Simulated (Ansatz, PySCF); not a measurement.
Species: C$_{3}$H$_{4}$, charge 0, singlet. C3H4 (SMILES C1=CC1).
B3LYP-D3(BJ)/def2-TZVP minimum from Ansatz (a program for electronic structure):
```
C
H 1 1.0889
H 1 1.0889 2 113.66
C 1 1.5050 2 119.64 3 -150.54
C 4 1.2868 1 64.69 2 -105.61
H 4 1.0750 5 149.73 1 180.00
H 5 1.0750 4 149.73 6 0.00
```

Total energies in hartree (Ansatz). UHF or UKS for unpaired electrons; spin-orbit terms are left out. Cores are frozen in correlated methods. No relativity. For partners of very few electrons the exact lower level stands in for a higher one.

| species | HF/cc-pVTZ | CCSD(T)/cc-pVTZ | HF/cc-pVQZ | CCSD(T)/cc-pVQZ | CCSD(T)/cc-pVDZ | CCSDT(Q)/cc-pVDZ |
|---|---|---|---|---|---|---|
| 1: C3H4 (SMILES C1=CC1) | -115.86553 | -116.39771 | -115.87301 | -116.43128 | -116.27859 | -116.28030 |
| 2: C (triplet) | -37.69157 | -37.78076 | -37.69331 | -37.78654 | -37.76038 | -37.76071 |
| 3: H (doublet) | -0.49981 | -0.49981 | -0.49995 | -0.49995 | -0.49928 | -0.49928 |

### Question
Work out the enthalpy of formation at 298 K (by atomisation, with ideal-gas terms from PySCF's Hessian at B3LYP-D3(BJ)/def2-TZVP and the atoms' measured values of the G2/97 table; no spin-orbit terms) in kJ/mol: take Hartree-Fock from cc-pVQZ, extrapolate the CCSD(T) correlation energy as X^-3 (X = 3, 4), and add CCSDT(Q) - CCSD(T) in cc-pVDZ. The further terms named in the bracket sum to +1.19426 hartree. 1 hartree = 2625.5 kJ/mol.

### Answer

Species 1: correlation (64·(-0.55827) - 27·(-0.53218))/37 = -0.57731; step -0.00171; E1 = -115.87301 + (-0.57731) + (-0.00171) = -116.45203
Species 2: correlation (64·(-0.09323) - 27·(-0.08919))/37 = -0.09618; step -0.00033; E2 = -37.69331 + (-0.09618) + (-0.00033) = -37.78982
Species 3: correlation (64·(0.00000) - 27·(0.00000))/37 = 0.00000; step +0.00000; E3 = -0.49995 + (0.00000) + (+0.00000) = -0.49995
+1·E1 -3·E2 -4·E3 +1.19426 = 0.11149 hartree = 292.7 kJ/mol. Measured: 67.9 kcal/mol, 283.9 kJ/mol (Active Thermochemical Tables 1.112 (ions: stationary electron), as tabulated in the package chemicals); atomic spin-orbit terms, which the calculations lack, would raise the computed values. The composite differs from it by +8.8 kJ/mol; core, relativistic and spin-orbit terms are not in it.
